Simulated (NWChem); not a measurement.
System: Si cation, doublet

Parts of the log:

```
             Northwest Computational Chemistry Package (NWChem) 7.3.0
             --------------------------------------------------------

                             Geometry "geometry" -> ""
                             -------------------------

 Output coordinates in angstroms (scale by  1.889725989 to convert to a.u.)

  No.       Tag          Charge          X              Y              Z
 ---- ---------------- ---------- -------------- -------------- --------------
    1 Si                  14.0000     0.00000000     0.00000000     0.00000000

 Effective nuclear repulsion energy (a.u.)       0.0000000000

                                 NWChem DFT Module
                                 -----------------

 Summary of "ao basis" -> "ao basis" (spherical)
 ------------------------------------------------------------------------------
       Tag                 Description            Shells   Functions and Types
 ---------------- ------------------------------  ------  ---------------------
 Si                          6-31g*                  8       18   4s3p1d

            General Information
            -------------------
          SCF calculation type: DFT
          Wavefunction type:  spin polarized.
          No. of atoms     :     1
          No. of electrons :    13
           Alpha electrons :     7
            Beta electrons :     6
          Charge           :     1
          Spin multiplicity:     2
          Use of symmetry is: off; symmetry adaption is: off
          Maximum number of iterations: 150
          AO basis - number of functions:    18
                     number of shells:     8
          Convergence on energy requested:  1.00D-06
          Convergence on density requested:  1.00D-05
          Convergence on gradient requested:  5.00D-04

              XC Information
              --------------
                        M06-L Method XC Functional
                         M06-L Exchange Functional  1.000
                       M06-L Correlation Potential  1.000

             Grid Information
             ----------------
          Grid used for XC integration:  xcoarse
          Radial quadrature: Mura-Knowles
          Angular quadrature: Lebedev.
          Tag              B.-S. Rad. Rad. Pts. Rad. Cut. Ang. Pts.
          ---              ---------- --------- --------- ---------
          Si                  1.10       42           5.0       194
          Grid pruning is: on
          Number of quadrature shells:    42
          Spatial weights used:  Erf1

      Superposition of Atomic Density Guess
      -------------------------------------

 Sum of atomic energies:        -288.81730752

 Renormalizing density from      14.00 to     13

      Non-variational initial energy
      ------------------------------

 Total energy =    -275.408745
 1-e energy   =    -371.937245
 2-e energy   =      96.528500
 HOMO         =      -0.489097
 LUMO         =      -0.489097

     ---------------------------------------------
      Total Density - Mulliken Population Analysis
     ---------------------------------------------

    Atom       Charge   Shell Charges
 -----------   ------   -------------------------------------------------------
    1 Si  14    13.00   2.00  2.00  6.02  1.73  0.77  0.27  0.20  0.00

     --------------------------------------------
      Spin Density - Mulliken Population Analysis
     --------------------------------------------

    Atom       Charge   Shell Charges
 -----------   ------   -------------------------------------------------------
    1 Si  14     1.00   0.00  0.00 -0.00  0.00  0.80  0.00  0.20  0.00

   convergence    iter        energy       DeltaE   RMS-Dens  Diis-err
 ---------------- ----- ----------------- --------- --------- ---------
 d= 0,ls=0.0,diis     1   -289.0046547967 -2.89D+02  1.53D-02  1.18D-01
                                                     2.40D-02  1.52D-01
 d= 0,ls=0.0,diis     2   -289.0454032225 -4.07D-02  1.28D-03  2.65D-03
                                                     2.15D-03  3.14D-03
 d= 0,ls=0.0,diis     3   -289.0356036097  9.80D-03  1.25D-03  5.49D-04
                                                     3.79D-03  3.75D-03
 d= 0,ls=0.0,diis     4   -289.0374424582 -1.84D-03  2.65D-03  2.51D-04
                                                     8.18D-03  1.68D-03
 d= 0,ls=0.0,diis     5   -289.0389346606 -1.49D-03  1.15D-04  6.79D-07
                                                     1.33D-05  3.95D-07
 d= 0,ls=0.0,diis     6   -289.0389353127 -6.52D-07  6.65D-05  8.31D-08
                                                     1.02D-04  1.51D-07
 d= 0,ls=0.0,diis     7   -289.0389354909 -1.78D-07  8.04D-06  2.81D-09
                                                     2.06D-05  1.51D-08
 d= 0,ls=0.0,diis     8   -289.0389355042 -1.33D-08  3.24D-06  1.21D-10
                                                     4.35D-06  5.50D-10

         Total DFT energy =     -289.038935504173
      One electron energy =     -395.948271053263
           Coulomb energy =      127.462673841203
    Exchange-Corr. energy =      -20.553338292113
 Nuclear repulsion energy =        0.000000000000

 Numeric. integr. density =       13.000001615850

                    DFT Final Alpha Molecular Orbital Analysis
                    ------------------------------------------

[...]

                         DFT ENERGY GRADIENTS

    atom               coordinates                        gradient
                 x          y          z           x          y          z
   1 Si      0.000000   0.000000   0.000000    0.000000  -0.000000   0.000000
```

Level: M06-L/6-31G* (spherical d), spin-unrestricted. The open p shell is one determinant without spherical averaging. No stability test was run on the SCF state.

Write an input that gives this output.

One answer among several that fit: the input that was run:
```
start job
memory heap 200 mb stack 900 mb global 1100 mb
charge 1
geometry units angstroms noautoz
  Si     0.000000     0.000000     0.000000
end
basis spherical
  Si library 6-31g*
end
dft
  odft
  mult 2
  xc m06-l
  grid xcoarse
  iterations 150
  mulliken
end
task dft gradient
```
